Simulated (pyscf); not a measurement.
Elementary routes open to H₂N–SiH(NH₂)–F (SMILES N[SiH](N)F) + H• (SMILES [H]) in the gas phase (doublet surface):
A. NH₃ (SMILES N) + H₂N–SiH•–F (SMILES N[SiH]F) (N–Si broken; H–N formed)
B. H₂N–Si•(NH₂)–F (SMILES N[Si](N)F) + H₂ (SMILES [H][H]) (H–Si broken; H–H formed)

Optimised with ωB97X-D3(BJ)/def2-SVP in PySCF.

### Question
Rank the routes by free-energy barrier at 900 K, lowest first, for ωB97M-D3(BJ)/def2-TZVP energies (ideal gas, 1 atm, RRHO with modes under 100 cm⁻¹ raised to 100, one conformer, R ln 2 for rigid chiral ones).

### Answer
B (23.7 kcal/mol), A (45.0 kcal/mol)

Route B is the fastest of these, ahead of the next by 21.3 kcal/mol. The most stable products are those of B (ΔG = -9.4 kcal/mol), so kinetics and thermodynamics agree. At 298 K B is still the fastest. A: On the product side the descent ends in a complex, 6.5 kcal/mol under the separated species and 22.4 kcal/mol under the saddle at ωB97X-D3(BJ)/def2-TZVP. Only these routes are compared; each barrier is that of the saddle found, and lower ones may exist.
